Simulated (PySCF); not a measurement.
C2H6, SMILES CC (connectivity only; charge and spin as stated), charge +1, multiplicity 2.

Coordinates come from a PBE-D3(BJ)/def2-TZVP optimisation. The multiplicity is an assumed one; other spin states were not compared.

Computed with TDA-B3LYP/def2-TZVPD run with PySCF.

Vertical excitations. The molecule is in vacuum.

Computed UV-visible absorptions:
```json
[
 {"state": "root 1", "energy (eV)": "2.22", "λ (nm)": "557", "f": "0.000", "main pairs": "β HOMO→LUMO 99 %"},
 {"state": "root 2", "energy (eV)": "3.39", "λ (nm)": "366", "f": "0.000", "main pairs": "β HOMO−2→LUMO 98 %"},
 {"state": "root 3", "energy (eV)": "4.10", "λ (nm)": "302", "f": "0.181", "main pairs": "β HOMO−1→LUMO 95 %"},
 {"state": "root 4", "energy (eV)": "4.89", "λ (nm)": "253", "f": "0.003", "main pairs": "β HOMO−3→LUMO 99 %"},
 {"state": "root 5", "energy (eV)": "9.35", "λ (nm)": "133", "f": "0.042", "main pairs": "β HOMO−4→LUMO 92 %"},
 {"state": "root 6", "energy (eV)": "9.86", "λ (nm)": "126", "f": "0.000", "main pairs": "α HOMO→LUMO 98 %"},
 {"state": "root 7", "energy (eV)": "10.60", "λ (nm)": "117", "f": "0.052", "main pairs": "α HOMO→LUMO+1 88 %"},
 {"state": "root 8", "energy (eV)": "10.68", "λ (nm)": "116", "f": "0.159", "main pairs": "α HOMO→LUMO+2 87 %"},
 {"state": "root 9", "energy (eV)": "10.75", "λ (nm)": "115", "f": "0.000", "main pairs": "α HOMO−1→LUMO 30 %, β HOMO→LUMO+1 61 %"},
 {"state": "root 10", "energy (eV)": "11.16", "λ (nm)": "111", "f": "0.000", "main pairs": "α HOMO−1→LUMO 67 %, β HOMO→LUMO+1 24 %"}
]
```
Unrestricted roots are not spin-pure.
